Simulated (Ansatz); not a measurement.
Ansatz (a program for electronic structure) input (PBE0/def2-SVP):

Ansatz 0.2 input:
```yaml
crystal:
  periodic: [false, false, false]
  atoms:
    - {symbol: O, position_ang: [0.48055385, 1.23179566, 0.07123776]}
    - {symbol: C, position_ang: [0.08562762, 0.07027235, -0.02389028]}
    - {symbol: N, position_ang: [1.00626554, -0.92842649, 0.11309204]}
    - {symbol: C, position_ang: [-1.36042777, -0.31419675, -0.10205132]}
    - {symbol: H, position_ang: [-1.96283413, 0.55313497, -0.36202520]}
    - {symbol: H, position_ang: [-1.50169577, -1.10859351, -0.83655991]}
    - {symbol: H, position_ang: [-1.68137161, -0.70252237, 0.86657569]}
    - {symbol: H, position_ang: [1.90641279, -0.63385265, -0.27388722]}
basis:
  gaussian:
    orbitals: def2-SVP
hamiltonian:
  xc: {name: PBE0}
magnetization: {spin_polarized: true, initial_magnetization: 1}
```

End of the output:

```
integrals: 0.03 GiB planned
772 factors; integrals over basis functions are off by at most 1.2e-3 eV
mean field: 0.33 GiB planned
mean field evaluation 1: about -5659.1003 eV, gradient 3.2e1 eV
mean field evaluation 2: about -5657.7106 eV, gradient 3.9e1 eV
mean field evaluation 4: about -5663.5597 eV, gradient 1.5e0 eV
mean field evaluation 8: about -5663.8079 eV, gradient 1.8e-1 eV
mean field evaluation 16: about -5663.8097 eV, gradient 4.5e-3 eV
mean field evaluation 32: about -5663.8097 eV, gradient 6.4e-6 eV
mean field -5663.80966934 eV, -208.1411662801 hartree, gradient 6.6e-6 eV, S^2 0.769146; 2 other end points of the search recorded, 0 dependent functions left out
reference -5663.80968949 eV, -208.1411670207 hartree; 16, 15 occupied and 60, 61 virtual orbitals, 772 factors
Total energy: -5663.80968949 eV, -208.1411670207 hartree
```

It need not be the lowest isomer of its formula.
